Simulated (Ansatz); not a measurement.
## Telling isomers of AlH5OSi apart by their spectra

These gas-phase data were calculated for one isomer of AlH5OSi at B3LYP/6-31G* (harmonic, unscaled wavenumbers; equilibrium rotational constants with average atomic masses):

| Property | Result |
| --- | --- |
| rotational constants | 13.59, 4.862, 3.979 GHz |
| all wavenumbers above 1500 cm⁻¹ | 3755, 2210, 2192, 1948, 1925 |

Candidates:

(1) `[AlH2][O][SiH3]`, a singlet
(2) `[OH+]1[AlH2-][SiH2]1`, a singlet

Q: Which candidate do the data belong to?

A: Candidate (2). The band at 3755 cm⁻¹ lies where the O–H stretch is expected; (1) has no mode between 3300 and 4000 cm⁻¹.

The same quantities for all candidates:

```tsv
	rotational constants (GHz)	wavenumbers above 1500 cm⁻¹	E above the lowest, B3LYP/6-31G* (kcal/mol)
(1)	50.18, 2.776, 2.713	2245, 2244, 2236, 1970, 1958	0.0
(2)	13.59, 4.862, 3.979	3755, 2210, 2192, 1948, 1925	40.0
```

Harmonic stretches to hydrogen usually lie a few per cent above observed fundamentals. Each candidate is one conformer. Programs: Ansatz 0.2.0.
